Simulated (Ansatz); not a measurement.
Results of PBE0 in Ansatz (plane waves, PAW) for 1T (CdI2-type) SnSe2.

Settings: plane-wave cutoff 460 eV, 9×9×4 k mesh (along the axes of the cell as run), Fermi–Dirac smearing 0.01 eV, scalar-relativistic PAW data made under PBE.

Computed at the level's own relaxed cell.

### Question
Give the computed band gap, equilibrium lattice constant a, smallest direct gap on the k points sampled, lattice parameter c and direct gap at Γ.

### Answer

band gap: 2.09 eV
equilibrium lattice constant a: 3.823 Å
smallest direct gap on the k points sampled: 2.55 eV
lattice parameter c: 6.910 Å
direct gap at Γ: 2.77 eV

Measured, for comparison: band gap 0.98 eV (temperature not stated, not corrected to a static lattice, indirect, our sources range from 0.98 to 1.06; as tabulated in Gonzalez and Oleynik (2016), arXiv:1609.04381); lattice parameter c 6.14 Å (temperature not stated, not corrected to a static lattice; as tabulated in Gonzalez and Oleynik (2016), arXiv:1609.04381). Computed (rounded) less measured: lattice parameter c +12.5 %.

Note: the cell comes from a level without a dispersion term, which matters for the spacing of layers, chains or molecules; the cell has widely spaced layers and the level no dispersion term, so their spacing and the moduli can rest on weak binding.

Spin–orbit coupling is not included.

Static lattice: no zero-point or thermal effects.

Ansatz is a first-principles code.
